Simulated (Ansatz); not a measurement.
**Nickel, fcc under r²SCAN: testing the Gaussian smearing**

How small must the Gaussian smearing width be for energy and pressure to settle? The geometry was relaxed under r²SCAN beforehand and stays fixed; 7 values are run, from 0.01 to 1.0 eV. Wanted are the values from which on the energy stays within 10 and 1 meV/atom, and the pressure within 0.5 GPa, of the narrowest run. Within the series other settings stay, but some runs also write fields, which adds to their time. Spin polarisation is left out.

Program: Ansatz 0.2.0. Level of theory: DFT r²SCAN, plane waves with PAW, scalar-relativistic. These are calculated values, not measurements.

## 1. The starting structure

Symmetry: Fm-3m, No. 225, cubic system. Conventional cell: a = 3.466 Å, b = 3.466 Å, c = 3.466 Å, α = 90.00°, β = 90.00°, γ = 90.00°. Around Ni (site symmetry m-3m) lie 12 Ni at 2.45 Å.

As a file:

```xyz
1
Lattice="0.0000 1.7331 1.7331 1.7331 0.0000 1.7331 1.7331 1.7331 0.0000" Properties=species:S:1:pos:R:3 pbc="T T T"
Ni    0.0000    0.0000    0.0000
```

## 2. With a width of 0.01 eV

The run at 0.01 eV.

Contents of input.yaml:

```yaml
crystal:
  lattice:
    - [0.0, 1.7330608651, 1.7330608651]
    - [1.7330608651, 0.0, 1.7330608651]
    - [1.7330608651, 1.7330608651, 0.0]
  atoms:
    - { symbol: Ni, position: [0.0, 0.0, 0.0] }
hamiltonian:
  xc: r2scan
  pseudopotentials:
    kind: paw
    azcp:
      Ni: "pseudopotentials/Ni.paw.azcp"
basis:
  ecutwfc: 500
  fft_grid_basis: typed
kpoints:
  mp_grid: { grid: [15, 15, 15], shift: [0, 0, 0] }
magnetization:
  spin_polarized: false
scf:
  occupations: { method: gaussian, width: 0.01 }
  lower_state_search: "off"
output:
  stress: true
```

On the command line:

```
$ ansatz run input.yaml --threads 2 --pin off --max-ram 5120MiB --backend cpu --events-out ev --progress --plain --runs-dir out
```

## 3. With a width of 0.03 eV

The run at 0.03 eV.

input.yaml, as its differences from that of step 2:

```diff
@@ -21,3 +21,3 @@
 scf:
-  occupations: { method: gaussian, width: 0.01 }
+  occupations: { method: gaussian, width: 0.03 }
   lower_state_search: "off"
```

## 4. With a width of 0.1 eV

The run at 0.1 eV.

input.yaml, as its differences from that of step 3:

```diff
@@ -21,3 +21,3 @@
 scf:
-  occupations: { method: gaussian, width: 0.03 }
+  occupations: { method: gaussian, width: 0.1 }
   lower_state_search: "off"
```

## 5. With a width of 0.2 eV

The run at 0.2 eV.

input.yaml, as its differences from that of step 4:

```diff
@@ -21,3 +21,3 @@
 scf:
-  occupations: { method: gaussian, width: 0.1 }
+  occupations: { method: gaussian, width: 0.2 }
   lower_state_search: "off"
```

## 6. With a width of 0.3 eV

The run at 0.3 eV.

input.yaml, as its differences from that of step 5:

```diff
@@ -21,3 +21,3 @@
 scf:
-  occupations: { method: gaussian, width: 0.2 }
+  occupations: { method: gaussian, width: 0.3 }
   lower_state_search: "off"
@@ -25 +25,5 @@
   stress: true
+  write_density: true
+  write_potential: true
+  elf: true
+  volumetric_format: npy
```

## 7. With a width of 0.6 eV

The run at 0.6 eV.

input.yaml, as its differences from that of step 6:

```diff
@@ -21,3 +21,3 @@
 scf:
-  occupations: { method: gaussian, width: 0.3 }
+  occupations: { method: gaussian, width: 0.6 }
   lower_state_search: "off"
@@ -25,5 +25 @@
   stress: true
-  write_density: true
-  write_potential: true
-  elf: true
-  volumetric_format: npy
```

## 8. With a width of 1.0 eV

The run at 1.0 eV.

input.yaml, as its differences from that of step 7:

```diff
@@ -21,3 +21,3 @@
 scf:
-  occupations: { method: gaussian, width: 0.6 }
+  occupations: { method: gaussian, width: 1.0 }
   lower_state_search: "off"
```

(Steps that only read results are left out.)

What does the calculation give?

As calculated:

```
                                           quantity                       value
       E(σ → 0) stays within 10 meV/atom of 0.01 eV                up to 0.3 eV
                   E(σ → 0) stays within 1 meV/atom                up to 0.1 eV
                      pressure stays within 0.5 GPa                up to 0.1 eV
                                pressure at 0.01 eV                   -0.76 GPa
energy of a separate run on a finer mesh (25×25×25)  -3.6 meV/atom from 0.01 eV
```

**Reading.** At 1.0 eV the energy differs by -91.2 meV/atom and the pressure by +5.1 GPa. Over the range F shifts by -426.4 meV/atom, while E(σ → 0) shifts by -91.2. In theory F falls as the square of the width under this scheme, but here the ratio is not steady: the mesh at narrow widths, or a density of states that varies over the wide ones, can both cause that. The mesh (15×15×15) is fixed, so the narrowest widths carry a k-point error of their own. The yardstick itself is unsettled by 3.6 meV/atom against the finer mesh, so the thresholds above hold only within this series, and wider smearing, which averages over more states, can land nearer the fine-mesh value than the narrowest does. The cell taken over is 5 % smaller than the measured one (10.94 Å³/atom, COD).

Real Ni is ferromagnetic; without spin these runs don't describe its ground state.
